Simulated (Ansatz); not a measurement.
Process, species as SMILES: Cl[CH]Cl → Cl[CH-]Cl (an electron is taken up)
B3LYP-D3(BJ)/def2-TZVP geometries, fixed; electronic energies without zero-point terms; positive where energy is released.
Largest species:
```xyz
4

C      0.1584    -0.0036     0.6688
Cl    -0.0688     1.4728    -0.1507
Cl    -0.0358    -1.4714    -0.1744
H      0.8276    -0.0029     1.5147
```
Charge 0, spin multiplicity 2.

Basis-set convergence of the adiabatic electron affinity at HF with Ansatz (a first-principles code). Cartesian d functions, on some or all atoms, in 6-31G*, 6-31+G*; all else is spherical. Open shells are unrestricted. No added dispersion term, no relativity. Functions are those of the species that has most. Reference: the value in aug-pcseg-3, 0.151 eV, itself unsure by roughly 0.007 eV (its mean distance from aug-cc-pV(Q+d)Z, def2-QZVPPD). Deviations are taken from unrounded values.

```csv
basis,functions,adiabatic electron affinity (eV),minus reference (eV)
6-31G,37,0.763,0.612
6-31G*,55,0.018,-0.132
def2-SVP,55,-0.173,-0.324
cc-pV(D+d)Z,65,0.066,-0.085
6-31+G*,67,0.269,0.118
def2-SVPD,82,0.275,0.125
aug-cc-pV(D+d)Z,96,0.327,0.176
pcseg-2,112,0.146,-0.004
aug-pcseg-2,169,0.189,0.038
aug-cc-pV(T+d)Z,179,0.186,0.036
aug-cc-pV(Q+d)Z,304,0.161,0.010
cc-pV(5+d)Z,346,0.134,-0.016
pcseg-4,372,0.148,-0.003
```
